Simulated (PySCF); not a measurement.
C3H4FN.
Z-matrix (Å and degrees, PBE0-D3(BJ)/def2-SVP geometry), rows numbered from 1:
```
C 
C   1  1.3328
F   2  1.3343  1  120.57
C   2  1.4796  1  127.48  3  -179.99
N   4  1.2677  2  128.54  1    -0.10
H   1  1.0906  2  120.86  3    -0.03
H   1  1.0906  2  120.33  3   179.98
H   4  1.1028  2  113.02  1   179.92
H   5  1.0268  4  111.15  2    -0.01
```

Computed, not measured: PySCF 2.14.0, PBE0-D3(BJ)/def2-SVP geometry optimisation, gas phase.

Take the most abundant isotopes and a rigid rotor. The values belong to one conformer with, in the numbering `[H]/[N:5]=[CH:4]\[C:2](=[CH2:1])[F:3]`, C1–C2–C4–N5 0°.

Question: What are A, B and C (MHz)?

Answer: Ia = 50.94, Ib = 122.25, Ic = 173.20 u·Å²; 505379 MHz·u·Å²/I gives A = 9921, B = 4134, C = 2918 MHz.

Question: Classify the top.

Answer: An asymmetric top: κ = (2 × 4134 − 9921 − 2918)/(9921 − 2918) = -0.65.

Question: Is it planar, by Δ = Ic − Ia − Ib?

Answer: Planar: Δ = Ic − Ia − Ib = 0.00 u·Å². For a rigid frame Δ = −2 Σ m c², so it vanishes when all atoms lie in the ab plane; here none is more than 0.01 Å from it.

Question: Give the coordinates in the principal-axis frame, origin at the centre of mass.

Answer: The sense of each axis is arbitrary; atoms in the order of the calculation.
| atom | mass (u) | a (Å) | b (Å) | c (Å) |
| --- | --- | --- | --- | --- |
| C1 | 12.000 | -0.678 | -1.420 | 0.000 |
| C2 | 12.000 | -0.431 | -0.110 | 0.000 |
| F3 | 18.998 | -1.433 | 0.770 | 0.000 |
| C4 | 12.000 | 0.891 | 0.556 | -0.001 |
| N5 | 14.003 | 2.042 | 0.026 | 0.000 |
| H6 | 1.008 | -1.702 | -1.795 | 0.001 |
| H7 | 1.008 | 0.144 | -2.136 | -0.001 |
| H8 | 1.008 | 0.819 | 1.656 | -0.002 |
| H9 | 1.008 | 1.979 | -0.999 | 0.002 |

Question: Which types of transition are allowed, and where do some lines up to J = 4 fall?

Answer: The dipole components are |μa| = 0.94 D, |μb| = 1.67 D, |μc| = 0.00 D; the mirror of this Cs structure is the ab plane, so μc vanishes by symmetry and there are no c-type lines. The squared components, which scale the intensities, stand as 0.32 : 1.00 (a : b). Some lines, for components of 0.1 D or more:

```
type  branch         J(Ka,Kc)    MHz  lower level (cm⁻¹)
   a       Q  3(2,1) ← 3(2,2)    839               2.265
   a       Q  4(2,2) ← 4(2,3)   2386               3.201
   b       R  3(1,2) ← 2(2,1)   5503               1.559
   a       Q  3(1,2) ← 3(1,3)   7280               1.500
   a       R  2(1,2) ← 1(1,1)  12888               0.428
   b       R  4(1,3) ← 3(2,2)  14592               2.265
   a       R  2(1,1) ← 1(1,0)  15319               0.469
   b       R  3(0,3) ← 2(1,2)  15745               0.858
   b       Q  2(2,0) ← 2(1,1)  17532               0.980
   b       Q  2(2,1) ← 2(1,2)  21008               0.858
   a       R  3(2,2) ← 2(2,1)  21155               1.559
   a       R  3(2,1) ← 2(2,0)  21822               1.565
   b       R  3(1,3) ← 2(0,2)  23974               0.700
   a       R  4(1,4) ← 3(1,3)  25472               1.500
   b       Q  4(2,3) ← 4(1,4)  25533               2.349
   a       R  4(0,4) ← 3(0,3)  26659               1.383
   a       R  4(3,2) ← 3(3,1)  28510               3.334
   a       R  4(2,2) ← 3(2,1)  29619               2.293
   b       Q  3(3,0) ← 3(2,1)  31250               2.293
   b       Q  3(3,1) ← 3(2,2)  32074               2.265
   b       Q  4(3,2) ← 4(2,3)  32512               3.201
   b       R  2(2,1) ← 1(1,0)  32680               0.469
   b       R  2(2,0) ← 1(1,1)  34068               0.428
   b       R  3(2,1) ← 2(1,2)  43002               0.858
   b       R  4(4,1) ← 3(3,0)  72988               3.335
```

Whether it is a minimum is left open (no frequencies). These are rigid-rotor constants of the computed structure; measured ground-state constants (B0) also hold zero-point vibration. Quadrupole hyperfine structure (14N) is left out.
